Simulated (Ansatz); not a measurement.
For zinc-blende ZnS, PBE-D4 (Ansatz, an electronic-structure program, PAW) gives:

| Property | Value |
|---|---|
| lattice constant a | 5.377 Å |
| enthalpy of formation | -0.855 eV/atom |

### Question
What does r²SCAN+rVV10 (PAW; Ansatz) give for the same quantities?

### Answer

- lattice constant a: 5.368 Å (shrinks by 0.2 %)
- formation enthalpy: -0.973 eV/atom (moves by -0.118 eV/atom)

For comparison: lattice constant a 5.41 Å (measured, room temperature, no zero-point or thermal correction; as tabulated in Albrecht et al. (1997), arXiv:cond-mat/9706128); formation enthalpy -1.07 eV/atom (measured, 298 K, no zero-point or thermal correction; as tabulated in Zhang et al. (2018), doi:10.1038/s41524-018-0065-z).

Changes are worked out from the printed values.

Unless a cell is named, each level is at its own relaxed cell (PBE-D4 19.44, r²SCAN+rVV10 19.34 Å³/atom).

Ansatz's density-functional and Hartree–Fock values are scalar-relativistic unless marked +SOC, with PAW data made under PBE.
